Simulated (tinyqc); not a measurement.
Inside a calculation. Method: ROHF in the sto-6g basis, for CH, spin multiplicity 4. One step of it, computed by the program tinyqc.

Problem. Iteration 1: building the Fock matrix. J_ij = sum D_kl (ij|kl) with D = D(alpha) + D(beta), K_ij = sum D_kl (ik|jl) for each spin; F = H + J - K(s); E = tr D H + tr D J / 2 - 0.5 sum_s tr D(s) K(s) + E_nn.

D(alpha) at the start:
```
            1C 1s      1C 2s    1C 2px    1C 2py     1C 2pz      2H 1s
1C 1s    1.067281  -0.290201  0.000000  0.000000  -0.030136   0.048973
1C 2s   -0.290201   1.241118  0.000000  0.000000   0.179727  -0.197623
1C 2px   0.000000   0.000000  1.000000  0.000000   0.000000   0.000000
1C 2py   0.000000   0.000000  0.000000  1.000000   0.000000   0.000000
1C 2pz  -0.030136   0.179727  0.000000  0.000000   1.178572  -0.219633
2H 1s    0.048973  -0.197623  0.000000  0.000000  -0.219633   0.063147
```

D(beta) at the start:
```
            1C 1s      1C 2s    1C 2px    1C 2py     1C 2pz      2H 1s
1C 1s    1.051833  -0.223693  0.000000  0.000000  -0.137529   0.057784
1C 2s   -0.223693   0.954781  0.000000  0.000000   0.642089  -0.235557
1C 2px   0.000000   0.000000  0.000000  0.000000   0.000000   0.000000
1C 2py   0.000000   0.000000  0.000000  0.000000   0.000000   0.000000
1C 2pz  -0.137529   0.642089  0.000000  0.000000   0.431971  -0.158378
2H 1s    0.057784  -0.235557  0.000000  0.000000  -0.158378   0.058122
```

core Hamiltonian H = T + V (hartree):
```
             1C 1s      1C 2s     1C 2px     1C 2py     1C 2pz      2H 1s
1C 1s   -18.445226  -4.234262   0.000000   0.000000  -0.019410  -1.253441
1C 2s    -4.234262  -5.156356   0.000000   0.000000  -0.183310  -2.444153
1C 2px    0.000000   0.000000  -4.123643   0.000000   0.000000   0.000000
1C 2py    0.000000   0.000000   0.000000  -4.123643   0.000000   0.000000
1C 2pz   -0.019410  -0.183310   0.000000   0.000000  -4.260636  -1.987553
2H 1s    -1.253441  -2.444153   0.000000   0.000000  -1.987553  -3.428648
```

Two-electron integrals (ij|kl) in chemists' order, unique and non-zero (hartree):
```
(11|11) 3.543743   (21|11) 0.529462   (21|21) 0.100317   (22|11) 0.853596
(22|21) 0.199930   (22|22) 0.624844   (31|31) 0.021271   (32|31) 0.031868
(32|32) 0.138108   (33|11) 0.853598   (33|21) 0.199930   (33|22) 0.624843
(33|33) 0.673218   (41|41) 0.021271   (42|41) 0.031868   (42|42) 0.138108
(43|43) 0.036281   (44|11) 0.853598   (44|21) 0.199930   (44|22) 0.624843
(44|33) 0.600655   (44|44) 0.673218   (51|51) 0.021271   (52|51) 0.031868
(52|52) 0.138108   (53|53) 0.036281   (54|54) 0.036281   (55|11) 0.853598
(55|21) 0.199930   (55|22) 0.624843   (55|33) 0.600655   (55|44) 0.600655
(55|55) 0.673218   (61|11) 0.164281   (61|21) 0.029923   (61|22) 0.058532
(61|33) 0.058309   (61|44) 0.058309   (61|51) 0.001953   (61|52) 0.003750
(61|55) 0.058977   (61|61) 0.009179   (62|11) 0.355629   (62|21) 0.084327
(62|22) 0.285758   (62|33) 0.279361   (62|44) 0.279361   (62|51) 0.008521
(62|52) 0.054402   (62|55) 0.298552   (62|61) 0.025865   (62|62) 0.165698
(63|31) 0.009523   (63|32) 0.047262   (63|53) 0.010904   (63|63) 0.021500
(64|41) 0.009523   (64|42) 0.047262   (64|54) 0.010904   (64|64) 0.021500
(65|11) 0.290342   (65|21) 0.069879   (65|22) 0.250843   (65|33) 0.238192
(65|44) 0.238192   (65|51) 0.015710   (65|52) 0.091803   (65|55) 0.276144
(65|61) 0.022590   (65|62) 0.173104   (65|65) 0.199087   (66|11) 0.492014
(66|21) 0.118942   (66|22) 0.453410   (66|33) 0.429384   (66|44) 0.429384
(66|51) 0.016190   (66|52) 0.133693   (66|55) 0.501463   (66|61) 0.037257
(66|62) 0.322515   (66|65) 0.373840   (66|66) 0.774999
```

nuclear repulsion = 3.03543333 hartree

Give: Coulomb J; exchange K(alpha); exchange K(beta); F(alpha); F(beta); total energy of this density.

Solution.

Coulomb J (hartree):
```
          1C 1s   1C 2s  1C 2px  1C 2py  1C 2pz   2H 1s
1C 1s   11.4889  2.0747  0.0000  0.0000  0.0284  0.6300
1C 2s    2.0747  4.8618  0.0000  0.0000  0.1168  2.1908
1C 2px   0.0000  0.0000  4.8591  0.0000  0.0000  0.0000
1C 2py   0.0000  0.0000  0.0000  4.8591  0.0000  0.0000
1C 2pz   0.0284  0.1168  0.0000  0.0000  4.8670  1.9107
2H 1s    0.6300  2.1908  0.0000  0.0000  1.9107  3.3366
```

exchange K(alpha) (hartree):
```
         1C 1s    1C 2s  1C 2px  1C 2py   1C 2pz   2H 1s
1C 1s   3.6710   0.6273  0.0000  0.0000   0.0001  0.2007
1C 2s   0.6273   1.0874  0.0000  0.0000  -0.0011  0.4382
1C 2px  0.0000   0.0000  0.9067  0.0000   0.0000  0.0000
1C 2py  0.0000   0.0000  0.0000  0.9067   0.0000  0.0000
1C 2pz  0.0001  -0.0011  0.0000  0.0000   0.8981  0.2922
2H 1s   0.2007   0.4382  0.0000  0.0000   0.2922  0.2998
```

exchange K(beta) (hartree):
```
         1C 1s   1C 2s  1C 2px  1C 2py  1C 2pz   2H 1s
1C 1s   3.6003  0.5364  0.0000  0.0000  0.0175  0.1749
1C 2s   0.5364  0.5398  0.0000  0.0000  0.3389  0.3306
1C 2px  0.0000  0.0000  0.1323  0.0000  0.0000  0.0000
1C 2py  0.0000  0.0000  0.0000  0.1323  0.0000  0.0000
1C 2pz  0.0175  0.3389  0.0000  0.0000  0.3135  0.2517
2H 1s   0.1749  0.3306  0.0000  0.0000  0.2517  0.2374
```

F(alpha) (hartree):
```
           1C 1s    1C 2s   1C 2px   1C 2py   1C 2pz    2H 1s
1C 1s   -10.6273  -2.7868   0.0000   0.0000   0.0089  -0.8241
1C 2s    -2.7868  -1.3820   0.0000   0.0000  -0.0654  -0.6916
1C 2px    0.0000   0.0000  -0.1712   0.0000   0.0000   0.0000
1C 2py    0.0000   0.0000   0.0000  -0.1712   0.0000   0.0000
1C 2pz    0.0089  -0.0654   0.0000   0.0000  -0.2918  -0.3691
2H 1s    -0.8241  -0.6916   0.0000   0.0000  -0.3691  -0.3919
```

F(beta) (hartree):
```
           1C 1s    1C 2s  1C 2px  1C 2py   1C 2pz    2H 1s
1C 1s   -10.5566  -2.6959  0.0000  0.0000  -0.0086  -0.7983
1C 2s    -2.6959  -0.8344  0.0000  0.0000  -0.4054  -0.5840
1C 2px    0.0000   0.0000  0.6032  0.0000   0.0000   0.0000
1C 2py    0.0000   0.0000  0.0000  0.6032   0.0000   0.0000
1C 2pz   -0.0086  -0.4054  0.0000  0.0000   0.2929  -0.3285
2H 1s    -0.7983  -0.5840  0.0000  0.0000  -0.3285  -0.3294
```

total energy of this density = -37.546710 hartree
